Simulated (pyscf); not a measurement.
Optimised with ωB97X-D3(BJ)/def2-SVP in PySCF.

### Question
How much does it cost (ΔH, 298 K, ωB97M-D3(BJ)/def2-TZVP) to split HO–As(GaH₂)–GaH₂ at its As–O bond into OH• + H₂Ga–As•–GaH₂?

### Answer
As–O to OH• + H₂Ga–As•–GaH₂: 72.1 kcal/mol. The 7 functionals that were run give +70.7 (r²SCAN) to +76.0 kcal/mol (PBE). The radicals are drawn with the spin at the cut bond; how far it spreads was not checked. HO–As(GaH₂)–GaH₂ may be a fragile minimum: a first optimisation, from another start, lost the drawn bonds. HO–As(GaH₂)–GaH₂ lies 27.9 kcal/mol over its isomer HO–GaH–AsH–GaH₂ (electronic energy, ωB97M-D3(BJ)). Other isomers of H₂Ga–As•–GaH₂ were not searched in full and may lie lower. Left out: the spin-orbit lowering of OH. Elements up to Kr have no core potential and no relativistic terms here.
